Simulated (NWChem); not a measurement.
Everything below was run with NWChem. System: Li₂, charge 0, spin multiplicity 1, at a geometry optimised with PBE0/def2-SVP. The structure started from a generated list of species. Level: TDA-PBE0/def2-SVPD.

Output (cleaned and shortened):

```
             Northwest Computational Chemistry Package (NWChem) 7.3.0
             --------------------------------------------------------

                                NWChem Input Module
                                -------------------

 Scaling coordinates for geometry "geometry" by  1.889725989
 (inverse scale =  0.529177249)

 Turning off AUTOSYM since
 SYMMETRY directive was detected!

                             Geometry "geometry" -> ""
                             -------------------------

 Output coordinates in angstroms (scale by  1.889725989 to convert to a.u.)

  No.       Tag          Charge          X              Y              Z
 ---- ---------------- ---------- -------------- -------------- --------------
    1 Li                   3.0000     0.00000000     0.00000000     1.39355900
    2 Li                   3.0000     0.00000000     0.00000000    -1.39355900

 Effective nuclear repulsion energy (a.u.)       1.7087885195

            Nuclear Dipole moment (a.u.)
            ----------------------------
        X                 Y               Z
 ---------------- ---------------- ----------------
     0.0000000000     0.0000000000     0.0000000000

      Symmetry information
      --------------------

 Group name             D2h
 Group number             26
 Group order               8
 No. of unique centers     1

      Symmetry unique atoms

     1


 Summary of "ao basis" -> "" (spherical)
 ------------------------------------------------------------------------------
       Tag                 Description            Shells   Functions and Types
 ---------------- ------------------------------  ------  ---------------------
 *                         def2-svpd                  on all atoms

                                 NWChem DFT Module
                                 -----------------

 Summary of "ao basis" -> "ao basis" (spherical)
 ------------------------------------------------------------------------------
       Tag                 Description            Shells   Functions and Types
 ---------------- ------------------------------  ------  ---------------------
 Li                        def2-svpd                 6       12   3s3p

 Summary of "ao basis" -> "ao basis" (spherical)
 ------------------------------------------------------------------------------
       Tag                 Description            Shells   Functions and Types
 ---------------- ------------------------------  ------  ---------------------
 Li                        def2-svpd                 6       12   3s3p

      Symmetry analysis of basis
      --------------------------

        ag          6
        au          0
        b1g         0
        b1u         6
        b2g         3
        b2u         3
        b3g         3
        b3u         3

            General Information
            -------------------
          SCF calculation type: DFT
          Wavefunction type:  closed shell.
          No. of atoms     :     2
          No. of electrons :     6
           Alpha electrons :     3
            Beta electrons :     3
          Charge           :     0
          Spin multiplicity:     1
          Use of symmetry is: off; symmetry adaption is: on
          Maximum number of iterations: 100
          AO basis - number of functions:    24
                     number of shells:    12
          Convergence on energy requested:  1.00D-06
          Convergence on density requested:  1.00D-05
          Convergence on gradient requested:  5.00D-04

              XC Information
              --------------
                         PBE0 Method XC Functional
                     Hartree-Fock (Exact) Exchange  0.250
          PerdewBurkeErnzerhof Exchange Functional  0.750
            Perdew 1991 LDA Correlation Functional  1.000 local
           PerdewBurkeErnz. Correlation Functional  1.000 non-local

             Grid Information
             ----------------
          Grid used for XC integration:  medium
          Radial quadrature: Mura-Knowles
          Angular quadrature: Lebedev.
          Tag              B.-S. Rad. Rad. Pts. Rad. Cut. Ang. Pts.
          ---              ---------- --------- --------- ---------
[...]
            Beta electrons :       3
              No. of roots :       5
          Max subspacesize :    5000
            Max iterations :     100
               Target root :       1
           Target symmetry : none
      Symmetry restriction : off
                 Algorithm : Optimal
        Davidson threshold :  0.10D-03

            Memory Information
            ------------------
          Available GA space size is         144178624 doubles
          Available MA space size is          50657940 doubles
          Length of a trial vector is           63
          Algorithm : Incore multiple tensor contraction
          Estimated peak GA usage is            970083 doubles
          Estimated peak MA usage is             13000 doubles

    5 smallest eigenvalue differences (eV)
--------------------------------------------------------
  No. Spin  Occ  Vir  Irrep   E(Occ)    E(Vir)   E(Diff)
--------------------------------------------------------
    1    1    3    4 b1u      -0.136    -0.049     2.390
    2    1    3    5 b2u      -0.136    -0.029     2.910
    3    1    3    6 b3u      -0.136    -0.029     2.910
    4    1    3    7 ag       -0.136    -0.014     3.315
    5    1    3    8 b3g      -0.136     0.019     4.218
--------------------------------------------------------

  Entering Davidson iterations
  Restricted singlet excited states

  Iter   NTrls   NConv    DeltaV     DeltaE      Time
  ----  ------  ------  ---------  ---------  ---------
    1      5       0     0.33E-01   0.10+100        0.2
    2     10       0     0.11E-01   0.44E-02        0.2
    3     15       0     0.12E-02   0.10E-03        0.2
    4     20       5     0.64E-04   0.22E-05        0.2
  ----  ------  ------  ---------  ---------  ---------
  Convergence criterion met

  Ground state ag        -14.950056044068 a.u.

  ----------------------------------------------------------------------------
  Root   1 singlet b1u            0.074600177 a.u.                2.0300 eV
  ----------------------------------------------------------------------------
     Transition Moments    X -0.00000   Y -0.00000   Z -3.59003
     Transition Moments   XX -0.00000  XY  0.00000  XZ  0.00000
     Transition Moments   YY -0.00000  YZ  0.00000  ZZ  0.00000
     Dipole Oscillator Strength                    0.6409813411
     Electric Quadrupole                           0.0000000000
     Magnetic Dipole                               0.0000000000
     Total Oscillator Strength                     0.6409813411

          sigma_e =   3.7613 Angstrom
          sigma_h =   2.2966 Angstrom
         |d_h->e| =   0.0000 Angstrom
            d_exc =   4.4070 Angstrom
            d_CD1 =   1.4647 Angstrom
            d_CD2 =  -3.0290 Angstrom
            d_CD3 =   4.4070 Angstrom
     Pearson C.C. =   0.0000

     Occ.    3  ag  ---  Virt.    4  b1u      0.98962
     Occ.    3  ag  ---  Virt.   11  b1u      0.05599
     Occ.    3  ag  ---  Virt.   12  b1u     -0.10835
     Occ.    3  ag  ---  Virt.   18  b1u      0.07560
  ----------------------------------------------------------------------------
  Root   2 singlet b2u            0.098412384 a.u.                2.6779 eV
  ----------------------------------------------------------------------------
     Transition Moments    X  0.61669   Y -3.25375   Z  0.00000
     Transition Moments   XX  0.00000  XY  0.00000  XZ  0.00000
     Transition Moments   YY  0.00000  YZ  0.00000  ZZ -0.00000
     Dipole Oscillator Strength                    0.7195364795
     Electric Quadrupole                           0.0000000000
     Magnetic Dipole                               0.0000000000
     Total Oscillator Strength                     0.7195364795

          sigma_e =   3.4041 Angstrom
          sigma_h =   2.2965 Angstrom
         |d_h->e| =   0.0000 Angstrom
            d_exc =   4.1062 Angstrom
            d_CD1 =   1.1075 Angstrom
            d_CD2 =  -2.8503 Angstrom
            d_CD3 =   4.1062 Angstrom
     Pearson C.C. =   0.0001

     Occ.    3  ag  ---  Virt.    5  b2u      0.97513
     Occ.    3  ag  ---  Virt.    6  b3u     -0.18482
     Occ.    3  ag  ---  Virt.   14  b2u     -0.11950
  ----------------------------------------------------------------------------
  Root   3 singlet b3u            0.098412384 a.u.                2.6779 eV
  ----------------------------------------------------------------------------
     Transition Moments    X -3.25375   Y -0.61669   Z  0.00000
     Transition Moments   XX  0.00000  XY  0.00000  XZ  0.00000
     Transition Moments   YY  0.00000  YZ  0.00000  ZZ -0.00000
     Dipole Oscillator Strength                    0.7195364796
     Electric Quadrupole                           0.0000000000
     Magnetic Dipole                               0.0000000000
     Total Oscillator Strength                     0.7195364796

          sigma_e =   3.4041 Angstrom
          sigma_h =   2.2965 Angstrom
         |d_h->e| =   0.0000 Angstrom
            d_exc =   4.1062 Angstrom
            d_CD1 =   1.1075 Angstrom
            d_CD2 =  -2.8503 Angstrom
            d_CD3 =   4.1062 Angstrom
     Pearson C.C. =   0.0001

     Occ.    3  ag  ---  Virt.    5  b2u      0.18482
     Occ.    3  ag  ---  Virt.    6  b3u      0.97513
     Occ.    3  ag  ---  Virt.   15  b3u     -0.11950
  ----------------------------------------------------------------------------
  Root   4 singlet ag             0.099876488 a.u.                2.7178 eV
  ----------------------------------------------------------------------------
     Transition Moments    X  0.00000   Y  0.00000   Z -0.00000
     Transition Moments   XX  0.00858  XY -0.00000  XZ  0.00000
     Transition Moments   YY  0.00858  YZ  0.00000  ZZ-15.69701
     Dipole Oscillator Strength                    0.0000000000
     Electric Quadrupole                           0.0000004362
     Magnetic Dipole                               0.0000000000
     Total Oscillator Strength                     0.0000004362

          sigma_e =   3.7844 Angstrom
          sigma_h =   2.2965 Angstrom
         |d_h->e| =   0.0000 Angstrom
            d_exc =   4.4266 Angstrom
            d_CD1 =   1.4878 Angstrom
            d_CD2 =  -3.0405 Angstrom
            d_CD3 =   4.4266 Angstrom
     Pearson C.C. =   0.0001

     Occ.    3  ag  ---  Virt.    7  ag       0.96405
     Occ.    3  ag  ---  Virt.   10  ag       0.26151
  ----------------------------------------------------------------------------
  Root   5 singlet b3g            0.116374329 a.u.                3.1667 eV
  ----------------------------------------------------------------------------
     Transition Moments    X -0.00000   Y -0.00000   Z -0.00000
     Transition Moments   XX  0.00000  XY  0.00000  XZ  0.00000
     Transition Moments   YY  0.00000  YZ -9.79042  ZZ -0.00000
     Dipole Oscillator Strength                    0.0000000000
     Electric Quadrupole                           0.0000008045
     Magnetic Dipole                               0.0000000000
     Total Oscillator Strength                     0.0000008045

          sigma_e =   3.9099 Angstrom
          sigma_h =   2.2966 Angstrom
         |d_h->e| =   0.0000 Angstrom
            d_exc =   4.5344 Angstrom
            d_CD1 =   1.6132 Angstrom
            d_CD2 =  -3.1032 Angstrom
            d_CD3 =   4.5344 Angstrom
     Pearson C.C. =   0.0000

     Occ.    3  ag  ---  Virt.    8  b3g      0.99894

              Target root =      1
          Target symmetry = none
      Ground state energy =    -14.950056044068
        Excitation energy =      0.074600177133
     Excited state energy =    -14.875455866935

  stored tddft:energy   -14.875455866935296

 Task  times  cpu:        1.2s     wall:        1.2s

 Total times  cpu:        1.2s     wall:        1.2s
```

Q: Write an NWChem input that would produce this output.

A: Several could match; the one computed here: 
```
start mol
memory heap 200 mb stack 900 mb global 1100 mb
geometry units angstroms nocenter noautoz
  Li     0.000000     0.000000     1.393559
  Li     0.000000     0.000000    -1.393559
  symmetry group D2h
end
basis spherical
  * library def2-svpd
end
dft
  xc pbe0
  semidirect memsize 60000000 filesize 0
  iterations 100
end
tddft
  cis
  nroots 5
  notriplet
  thresh 1e-4
end
task tddft energy
```
